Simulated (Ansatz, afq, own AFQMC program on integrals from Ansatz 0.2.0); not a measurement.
# GeH4Cl, doublet: AFQMC among the cluster methods

```xyz
6

Ge   -1.0538    0.0000    0.0000
H    -1.5653    1.4466    0.0000
H    -1.5653   -0.7233    1.2528
H    -1.5653   -0.7233   -1.2528
H     0.7942    0.0000    0.0000
Cl    2.2702    0.0000    0.0000
```

Connectivity, by distances: GeH3 ··· Cl, 1 bridging H.

Basis cc-pVTZ. Only valence electrons are correlated. Integrals, coupled cluster, full CI and functionals: Ansatz 0.2.0; the random walks run on the same integrals in our own AFQMC program. The CISD trial takes its coefficients from CCSD amplitudes. Released means that phaseless walkers are propagated on without the constraint, phases kept. Error bars are statistical, one sigma. No spin–orbit coupling.

Determinant: UHF, the one that the program's search chose, which needn't be the lowest solution. The geometry is a point of a scan.

No full CI on the walks' own integrals is used here. The released AFQMC energy serves as the reference, which it does only where one determinant dominates, the energy is flat over the last release times and near the phaseless one (40 meV or 2 meV an electron, half that with transition metals). On small molecules, where full CI could be run and the noise was under 10 meV, such values lay within 10 meV of it in 19 cases of 20, a flattering rate, since the rule was set on those same cases; what remains of the bias isn't in the error bar.

Cautions: no relativity below Rb; no spin-orbit coupling; inner d shell frozen; the released value is read at 1.50 1/Eh (meV from the phaseless value at times in 1/Eh: 3 ± 6 at 0.24, -1 ± 4 at 0.51, 5 ± 6 at 0.99, -5 ± 8 at 1.50).

```
T1 diagnostic                               : 0.0129
weight of the determinant in the CISD state : 0.848
⟨S²⟩ of the determinant                     : 0.776
size of the correlated space                : 15 electrons in 114 orbitals
```

```json
{"level": "MP2", "correlation energy (eV)": "-8.8470"}
{"level": "CCSD", "correlation energy (eV)": "-10.0584"}
{"level": "CCSD(T)", "correlation energy (eV)": "-10.4037"}
```

Question: Estimate where phaseless AFQMC with a CISD trial lies against CCSD(T) on the same integrals.

Answer: 4.7 ± 0.6 kJ/mol below CCSD(T).

Reference: AFQMC with the constraint released, correlation energy -10.458 ± 0.008 eV.

```json
{"level": "CCSD(T)", "E − E(reference) (kJ/mol)": "5.2 ± 0.8", "share of correlation (%)": "99.48"}
{"level": "ph-AFQMC/CISD", "E − E(reference) (kJ/mol)": "0.5 ± 1.0", "share of correlation (%)": "99.95"}
```

A walk keeps the symmetry of its determinant, which the program's search chose and which needn't be the lowest solution, so a lower state of the same spin and another symmetry isn't excluded. Released energies are given only where the last usable release times agree within the noise; a slower fall can still hide under it.
